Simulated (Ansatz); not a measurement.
Relaxation of C3H6F (10 atoms, charge 0, multiplicity 2), to a largest force component of 0.03 eV/Å in at most 50 steps.

These are results of Ansatz 0.2.0, UKS PBE/def2-SVP, not measurements.

```xyz
10
Properties=species:S:1:pos:R:3:forces:R:3
H -1.023 -0.060 0.298 0.33 -0.32 0.44
C 1.104 -0.716 1.125 0.10 0.03 -0.02
C 1.723 -0.252 0.055 0.01 -0.06 0.03
C -1.661 0.446 -0.434 -0.36 0.39 -0.53
F -0.863 1.141 -1.335 -0.04 -0.06 0.06
H 1.336 -1.302 2.024 0.00 -0.03 0.00
H 2.800 -0.461 -0.137 -0.05 0.03 0.02
H 1.192 0.352 -0.705 0.01 0.01 -0.02
H -2.272 -0.305 -0.981 0.00 0.00 0.02
H -2.336 1.156 0.090 0.00 0.00 -0.01
```

Q: Where does it end, and by what steps?

A: The run converged. The force dipped under the threshold on the way, but the program's further checks kept it going. After 6 steps the energy has fallen by 0.020 eV; H6 moved furthest, 0.28 Å.

| step | energy less start (eV) | largest force component (eV/Å) | accepted |
| --- | --- | --- | --- |
| 0 | 0.0000 | 0.534 | yes |
| 1 | -0.0148 | 0.166 | yes |
| 2 | -0.0119 | 0.250 | no |
| 3 | -0.0182 | 0.036 | yes |
| 4 | -0.0195 | 0.017 | yes |
| 5 | -0.0201 | 0.052 | yes |
| 6 | -0.0203 | 0.023 | yes |

```xyz
10
Properties=species:S:1:pos:R:3
H -1.203 -0.052 0.315
C 1.251 -0.845 1.176
C 1.764 -0.260 0.111
C -1.754 0.488 -0.486
F -0.852 1.008 -1.402
H 1.588 -1.431 2.042
H 2.856 -0.289 -0.104
H 1.136 0.285 -0.620
H -2.442 -0.218 -0.999
H -2.346 1.313 -0.034
```

Time of the run: 14 s on 2 threads of Arm Neoverse V1, on a shared host, peak memory 0.13 GiB.
